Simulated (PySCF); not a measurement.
## Exact simulation of a proton spin system

Molecule: isobutyronitrile (CC(C)C#N, C4H7N).

Geometry (Å), atoms numbered from 1 in this order:
```xyz
12

C     1.208   -0.418    0.443
C     0.102    0.201   -0.416
C    -1.243   -0.498   -0.196
C    -0.028    1.606   -0.096
N    -0.135    2.713    0.168
H     1.329   -1.469    0.187
H     0.953   -0.344    1.499
H     2.154    0.093    0.280
H     0.381    0.131   -1.475
H    -1.539   -0.428    0.849
H    -2.019   -0.039   -0.805
H    -1.162   -1.548   -0.466
```

[PySCF: B3LYP/pcJ-1 coupling constants (spin–dipole term only in couplings to heteroatoms); GFN2-xTB structure; PBE0/pcSseg-1 with gauge-including orbitals; no solvent; single conformer; equivalent nuclei averaged; relativity neglected]

Scale: TMS for $^{1}$H (σ = 31.72 ppm) (reference shieldings calculated alike).

Shifts (ppm): H6/H7/H8/H10/H11/H12 1.32, H9 2.42.
Couplings (Hz): H6–H7, H6–H8, H7–H8, H10–H11, H10–H12, H11–H12: -13.7; H6–H9, H7–H9, H8–H9, H9–H10, H9–H11, H9–H12: 7.5; H6–H10, H6–H11, H6–H12, H7–H10, H7–H11, H7–H12 …: 0.2.

The 7-spin Hamiltonian (Zeeman plus full scalar coupling among like nuclei) was diagonalised exactly; lines are Lorentzian, 0.5 Hz wide, and the maxima above 3 % are listed with the tallest set to 100.

(1) Give the $^{1}$H peak list of this spin system at 100 MHz.

(2) And at 700 MHz?

(3) Among coupled protons with different shifts, which pair is furthest from first order, and how does the field change that?

Results:

(1) 
Hz from δ = 0 (height): 250.7 (4), 249.8 (6), 243.5 (4), 242.5 (8), 242.1 (5), 235.9 (5), 234.8 (8), 227.6 (5), 135.6 (100), 128.2 (78)

(2) 
Hz from δ = 0 (height): 1701.6 (7), 1694.1 (9), 1686.6 (7), 1679.1 (3), 927.8 (100), 920.2 (98)

(3) H6 and H9: Δν/J is about 14.7 at 100 MHz (close to first order) and 102.7 at 700 MHz (close to first order). J in Hz doesn't depend on the field, while Δν in Hz grows in proportion to it.

Unscaled 3J(H,H) at this level run about 10 % above measured values.
